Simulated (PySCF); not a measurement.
# Static response to an electric field

Compound: C4H12N2.
Structure used (GFN2-xTB), in Å, numbered top down from 1:
```
atom  x, y, z in Å
C1    -0.9533    1.5045   -0.2176
C2    -0.8170   -0.0031   -0.0114
C3    -2.0036   -0.7226   -0.6485
C4     0.4896   -0.5398   -0.6024
N5     1.6416   -0.0901    0.1591
N6     2.8100   -0.7856   -0.2532
H7    -1.9097    1.8511    0.1675
H8    -0.1671    2.0443    0.3040
H9    -0.9036    1.7494   -1.2775
H10   -0.8050   -0.2114    1.0627
H11   -1.9342   -1.7961   -0.4922
H12   -2.9373   -0.3717   -0.2151
H13   -2.0288   -0.5319   -1.7197
H14    0.5002   -1.6306   -0.5401
H15    0.5553   -0.2620   -1.6698
H16    1.7451    0.9240    0.0672
H17    3.1985   -0.4273   -1.1293
H18    3.5105   -0.6947    0.4752
```

Level: CAM-B3LYP/def2-SVPD (PySCF), static field, nuclei fixed, core orbitals frozen in the response. The polarisability tensor in these axes (au):

```
x   79.40 -2.12  0.73
y   -2.12 66.41  1.63
z    0.73  1.63 61.61
```

Task: Give the principal values, the mean and the anisotropy Δα = √{½[(α1 − α2)² + (α2 − α3)² + (α1 − α3)²]}.

Result: Principal values 61.01, 66.66 and 79.75 au; mean 69.14 au = 10.25 Å³ = 11.40 × 10⁻⁴⁰ C²·m²/J; Δα = 16.65 au (24 % of the mean).

Task: What is the dipole moment, and where does it point?

Result: (0.49, 1.49, -0.74) D, 1.73 D in size, pointing from the negative to the positive side. Measured along this direction, the outermost atoms are H11 at the negative end and H9 at the positive end.

Task: Find the Langevin capture rate constant for NH4+ (18.034 u) meeting this molecule (88.100 u), k = 2.342 × 10⁻⁹ cm³/s × √(α in Å³ / reduced mass in u).

Result: The reduced mass is 14.97 u, so k = 1.94 × 10⁻⁹ cm³/s. The formula leaves out the permanent dipole, which adds to the capture rate.

Task: Molar refractivity from α?

Result: Lorentz–Lorenz: R = (4π/3)N_A α = 2.5225 cm³/(mol·Å³) × 10.25 Å³ = 25.8 cm³/mol, in the limit of long wavelengths.

Task: Orientational against electronic polarisability at 350 K (dilute gas, rigid molecules)?

Result: In Gaussian units μ²/3kT = 20.74 Å³ against 10.25 Å³, a ratio of 2.02; the Debye molar polarisation (4π/3)N_A(α + μ²/3kT) is 78.2 cm³/mol, leaving out the vibrational part.

Task: Give the principal axes and the span of the nuclei along them.

Result: Largest value along (0.99, -0.15, 0.03), where the nuclei span 6.44 Å; middle along (0.14, 0.94, 0.32), 4.10 Å; least along (-0.07, -0.32, 0.95), 2.82 Å. The response follows the extents in order.

Geometry: GFN2-xTB, one conformer, isolated molecule.
